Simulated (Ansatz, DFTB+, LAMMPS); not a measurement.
Ladder of methods for the elastic constant C44 of α-quartz (SiO2)

Reference value: 58.3 GPa (measured, 298 K, no zero-point or thermal correction, C14's sign depends on the axes; as tabulated in Xie et al. (2023), arXiv:2212.00284).

### Question
Put these levels in order of the elastic constant C44 that they give for α-quartz (SiO2), smallest first: DFTB Si–O set cp2k-nonscc-sid (DFTB+), LDA (Ansatz, a program for electronic structure), ionic model bks1990 (rigid ions, LAMMPS).

### Answer
DFTB Si–O set cp2k-nonscc-sid (47.6 GPa), ionic model bks1990 (50.7 GPa), LDA (53.5 GPa)

Unless a cell is named, each level is at its own relaxed cell (ionic model bks1990 12.64, DFTB Si–O set cp2k-nonscc-sid 12.29, LDA 12.22 Å³/atom).

Differences against the reference: ionic model bks1990 -13.0 %, DFTB Si–O set cp2k-nonscc-sid -18.4 %, LDA -8.2 %.

The measured value isn't corrected to a static lattice, so vibrations enter the comparison. A static lattice is as a rule stiffer than a warm one, by over a tenth in soft solids.  DFTB Si–O set cp2k-nonscc-sid: this tight-binding set is not self-consistent in the charges. Each level is taken at its own relaxed cell. Ansatz's density-functional and Hartree–Fock values are scalar-relativistic unless marked +SOC, with PAW data made under PBE.

Empirical potentials (ionic model bks1990) are fitted to chosen data: where that held the value shown, agreement is built in, and what lay outside the fit can be far off.

Differences are worked out from the printed values.
